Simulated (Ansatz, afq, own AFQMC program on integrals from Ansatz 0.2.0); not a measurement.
**C$_{2}$H$_{2}$, singlet in cc-pVDZ, levels against CCSDT(Q)**

```xyz
4

C    -0.4972    0.0000    0.4089
C     0.3768    0.0000   -0.4089
H     0.2802    0.0000    1.1364
H     1.1542    0.0000   -1.1364
```

Connectivity, by distances: CH–CH.

Basis cc-pVDZ. Noble-gas cores (and the filled d shells of Ga–Kr and In–Xe) are frozen. Ansatz 0.2.0 and our own AFQMC program on the same integrals; the CISD trial comes from CCSD amplitudes, and released means the phaseless constraint is let go. ± is one standard error of the sampling.

Determinant: RHF, the one that the program's search chose, which needn't be the lowest solution. The geometry is a point of a scan.

No full CI on the walks' own integrals is used here; CCSDT(Q) serves as the reference and is uncertain by about the last step of the cluster series.

Cautions: higher spins were not checked; raised T1 diagnostic (T1 0.029, weight of the determinant 0.87, largest double 0.09).

The T1 diagnostic is 0.0293. The weight of the determinant in the CISD state is 0.872 and the size of the correlated space is 10 electrons in 36 orbitals.

| level | correlation energy (eV) |
| --- | --- |
| MP2 | -6.8169 |
| CCSD | -7.4016 |
| CCSD(T) | -7.7231 |

**Question.** Estimate where phaseless AFQMC with a CISD trial lies against CCSD(T) on the same integrals.

**Answer.** 3.8 ± 1.6 kJ/mol below CCSD(T).

Reference: CCSDT(Q), correlation energy -7.766 eV. The released energy is read at 2.40 1/Eh (meV from the phaseless value at times in 1/Eh: -25 ± 16 at 0.24, 4 ± 16 at 0.51, -2 ± 12 at 0.99, -2 ± 18 at 1.62, -3 ± 21 at 2.40).

| level | E − E(reference) (kJ/mol) | share of correlation (%) |
| --- | --- | --- |
| CCSD(T) | 4.2 | 99.44 |
| CCSDT | 2.6 | 99.65 |
| ph-AFQMC/CISD | 0.4 ± 1.6 | 99.95 |
| released AFQMC | 0.1 ± 2.0 | 99.99 |

A walk keeps the symmetry of its determinant, which the program's search chose and which needn't be the lowest solution, so a lower state of the same spin and another symmetry isn't excluded. Released energies are given only where the last usable release times agree within the noise; a slower fall can still hide under it.
